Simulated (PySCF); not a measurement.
## Reading a saddle point

A first-order saddle point of CH6BN, closed shell, PBE0-D4/def2-TZVP, with one imaginary mode of 1672i cm⁻¹:

B1  (-0.554, 0.380, -0.220)
N2  (0.447, 0.604, 0.954)
C3  (-0.087, -0.755, -1.000)
H4  (0.183, -0.605, 0.535)
H5  (-1.648, 0.849, -0.131)
H6  (1.369, 0.966, 0.760)
H7  (0.080, 0.935, 1.832)
H8  (-0.746, -1.306, -1.663)
H9  (0.955, -1.067, -1.067)
(Å)

Program: PySCF 2.14 with density fitting (its default auxiliary sets; JK sets also for MP2 and CCSD(T)). Basis: def2-TZVPP and def2-QZVPP. Cores are frozen in the correlated methods. Extrapolation: Hartree–Fock as exp(−7.88 √X), correlation as X^−2.97.

(1) Which contacts change along the imaginary mode, and what lies on either side? (Judge from chemistry; the calculation decides.)

(2) Which side is lower, and how far does the saddle lie above each? (Judge from chemistry; the value comes from the calculation.)

T1 diagnostic: at most 0.013.

Results:

(1) By the calculation: The step is CH₆BN ([CH3][BH][NH2]) → CH₃B ([BH][CH2]) + NH₃ (still joined by a long B–N bond), with the molecules in contact on both sides. Shortening one way: N2–H4; lengthening the same way: B1–N2, C3–H4.
```csv
pair,one side (Å),saddle (Å),other side (Å)
N2–H4,3.31,1.31,1.02
B1–N2,1.39,1.56,1.61
C3–H4,1.10,1.57,2.55
```

(2) By the calculation: The side with B1–N2, C3–H4 short is lower by 2.053 eV; the saddle lies 3.380 eV above it and 1.327 eV above the other (CCSD(T) at an estimated basis limit (MP2 extrapolated from triple and quadruple zeta, plus CCSD(T) − MP2 in triple zeta); electronic energies).

Labels in which every atom is bracketed show which atoms are joined, not bond orders.

For scale, one of the runs: CCSD(T)/def2-TZVPP, 177 basis functions, launched by `OMP_NUM_THREADS=4 python run.py`. Time: 2.9 min of wall clock on 4 CPU threads of an Arm Neoverse V1; the host was shared. Peak host memory: 1.5 GiB.
